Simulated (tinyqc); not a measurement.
Extended Hueckel theory, for CH4-, step by step. The parameters take no account of the charge, which enters only through the electron count, and nothing here shows that the anion is bound. One step of it, computed by the program tinyqc.

Question. Wolfsberg-Helmholz matrix. H_ij = K' S_ij (H_ii + H_jj)/2 for i != j (the diagonal keeps H_ii), with K' = 1.75.

overlap S:
```
           1C 2s     1C 2px     1C 2py     1C 2pz     2H 1s      3H 1s      4H 1s      5H 1s
1C 2s   1.000000   0.000000   0.000000   0.000000  0.500443   0.500443   0.500443   0.500443
1C 2px  0.000000   1.000000   0.000000   0.000000  0.286550   0.286550  -0.286550  -0.286550
1C 2py  0.000000   0.000000   1.000000   0.000000  0.286550  -0.286550   0.286550  -0.286550
1C 2pz  0.000000   0.000000   0.000000   1.000000  0.286550  -0.286550  -0.286550   0.286550
2H 1s   0.500443   0.286550   0.286550   0.286550  1.000000   0.154001   0.154001   0.154001
3H 1s   0.500443   0.286550  -0.286550  -0.286550  0.154001   1.000000   0.154001   0.154001
4H 1s   0.500443  -0.286550   0.286550  -0.286550  0.154001   0.154001   1.000000   0.154001
5H 1s   0.500443  -0.286550  -0.286550   0.286550  0.154001   0.154001   0.154001   1.000000
```

diagonal H_ii (eV): 1C 2s -21.400000, 1C 2px -11.400000, 1C 2py -11.400000, 1C 2pz -11.400000, 2H 1s -13.600000, 3H 1s -13.600000, 4H 1s -13.600000, 5H 1s -13.600000

K = 1.750000

Give: H.

Answer.

H (eV):
```
          1C 2s   1C 2px   1C 2py   1C 2pz    2H 1s    3H 1s    4H 1s    5H 1s
1C 2s   -21.400    0.000    0.000    0.000  -15.326  -15.326  -15.326  -15.326
1C 2px    0.000  -11.400    0.000    0.000   -6.268   -6.268    6.268    6.268
1C 2py    0.000    0.000  -11.400    0.000   -6.268    6.268   -6.268    6.268
1C 2pz    0.000    0.000    0.000  -11.400   -6.268    6.268    6.268   -6.268
2H 1s   -15.326   -6.268   -6.268   -6.268  -13.600   -3.665   -3.665   -3.665
3H 1s   -15.326   -6.268    6.268    6.268   -3.665  -13.600   -3.665   -3.665
4H 1s   -15.326    6.268   -6.268    6.268   -3.665   -3.665  -13.600   -3.665
5H 1s   -15.326    6.268    6.268   -6.268   -3.665   -3.665   -3.665  -13.600
```
